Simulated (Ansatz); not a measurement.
# B₂H₂ (singlet): wave-function methods side by side, 6-31G

Aim: climb from Hartree-Fock through coupled cluster and multireference methods for B₂H₂ (singlet) at one geometry and basis, and see what each rung misses.

Method: 6-31G, core rule «outside noble gas», up to 2 orbitals frozen; program: Ansatz 0.2.0, Gaussian basis.

To be run: UHF; CCSD(T) on RHF; CCSD(T) on UHF; BCCD(T) on RHF; CISD; CCSDT(Q) on RHF; CCSDT(Q) on UHF; CISDTQ; CCSDTQ on RHF; CASSCF and MRCISD+Q, 8 electrons in 10 orbitals; CASSCF and NEVPT4(SD), 8 electrons in 10 orbitals; CASSCF and NEVPT2, 8 electrons in 10 orbitals; Full CI.

11 further runs of the same task are left out: 2 that didn't finish, 9 set aside as unsound or not needed.

### Step 1. The system

The geometry is a PBE0/def2-TZVP stationary point (not a proven minimum) of the parent state, kept for this charge and spin.

4 atoms, charge 0, spin multiplicity 1.

Atoms are counted from 1 here; the program's logs count them from 0.

Bond lengths: B1–B2 1.585 Å, B1–H3 1.197 Å, B1–H4 1.197 Å. Angles: B2–B1–H3 118.9°, B2–B1–H4 118.9°, H3–B1–H4 122.2°.

### Step 2. UHF

in.yaml reads:

```yaml
crystal:
  periodic: [false, false, false]
  atoms:
    - {symbol: B, position_ang: [0.000000, 0.000000, 0.675628]}
    - {symbol: B, position_ang: [0.000000, 0.000000, -0.909454]}
    - {symbol: H, position_ang: [0.000000, 1.047868, 1.253990]}
    - {symbol: H, position_ang: [0.000000, -1.047868, 1.253990]}
basis:
  gaussian: {orbitals: 6-31G}
magnetization: {spin_polarized: true, initial_magnetization: 0}
hamiltonian: {xc: hf}
output: {orbitals: {seedname: orbitals}}
```

Started as:

```console
> ansatz run in.yaml --threads 1 --pin off --events-out ev --progress --plain --max-ram 2393MiB
```

The runs that follow: CCSD(T) on RHF; CCSD(T) on UHF; BCCD(T) on RHF; CISD; CCSDT(Q) on RHF; CCSDT(Q) on UHF; CISDTQ; CCSDTQ on RHF; CASSCF and MRCISD+Q, 8 electrons in 10 orbitals; CASSCF and NEVPT4(SD), 8 electrons in 10 orbitals; CASSCF and NEVPT2, 8 electrons in 10 orbitals; Full CI.

Before running them: what should the planned runs give, taken together? Wanted: FCI below the RHF energy; RMP2 from FCI; RCCSD from FCI; RCCSD(T) from FCI; RCCSDT(Q) from FCI; NEVPT2 valence from FCI; NEVPT4(SD) valence from FCI; MRCISD+Q valence from FCI; T1 diagnostic.

As calculated:

| quantity | value |
| --- | --- |
| FCI below the RHF energy | -3.2722 eV |
| RMP2 from FCI | +1059.0 meV |
| RCCSD from FCI | +107.8 meV |
| RCCSD(T) from FCI | +40.6 meV |
| RCCSDT(Q) from FCI | +4.8 meV |
| NEVPT2 valence from FCI | +259.5 meV |
| NEVPT4(SD) valence from FCI | +41.7 meV |
| MRCISD+Q valence from FCI | +5.4 meV |
| levels within 1 kcal/mol (43 meV) | RCCSD(T), BCCD(T), RCCSDT, CISDTQ, RCCSDT(Q), RCCSDTQ, NEVPT4(SD) valence, MRCISD valence, MRCISD+Q valence |
| T1 diagnostic | 0.011 |
| effectively unpaired electrons | 0.33 |

In words: RCCSD(T) lands +40.6 meV from the yardstick (1.2 % of the correlation energy). The occupations show some static correlation. Of the multireference levels listed MRCISD+Q valence comes nearest in total energy (+5.4 meV), which doesn't show that its space is the better one. Coupled cluster took another determinant than the lowest Hartree-Fock one. These misses are within one basis, not against nature.
